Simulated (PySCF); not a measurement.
A GIAO shielding run with PySCF 2.14 (density fitting, non-relativistic, gas phase) on SMILES OCCCO, C$_{3}$H$_{8}$O$_{2}$:

```
$ OMP_NUM_THREADS=1 python probes_run.py task.json out

{"job": {"kind": "nmr", "xc": "PBE0", "basis": "pcSseg-2"}, "charge": 0, "multiplicity": 1}
O     -1.202011     1.513919     0.005147
C     -1.097500     0.324201    -0.741084
C      0.300784    -0.269957    -0.726818
C      0.728348    -0.767852     0.640812
O      0.754734     0.258040     1.627207
H     -0.801721     1.334520     0.865146
H     -1.813056    -0.431275    -0.378631
H     -1.385898     0.573608    -1.765342
H      1.015047     0.477633    -1.093014
H      0.339636    -1.113666    -1.425698
H      0.009842    -1.503797     1.011841
H      1.704623    -1.264618     0.582822
H      1.461823     0.869689     1.403503
```

Hardware: 1 thread of an Intel Xeon 6975P-C, shared host. The job also computes population analyses, field gradients.

Question: How large is the calculation?

Answer: 42 electrons, 292 basis functions and 754 auxiliary functions.

Question: How long does it take, and how much memory does it need?

Answer: 30 s of wall time, with 13 SCF cycles and 4 response iterations; peak memory 1.2 GiB. Times on a shared host scatter by some tens of per cent.

Question: And these other runs on the same molecule and hardware: GIAO shielding at B97-2/pcSseg-2; GIAO shielding at KT3/pcSseg-2; GIAO shielding at wB97X-D/pcSseg-2?

Answer: B97-2/pcSseg-2: 292 functions, 29 s; KT3/pcSseg-2: 292 functions, 40 s; wB97X-D/pcSseg-2: 292 functions, 35 s.
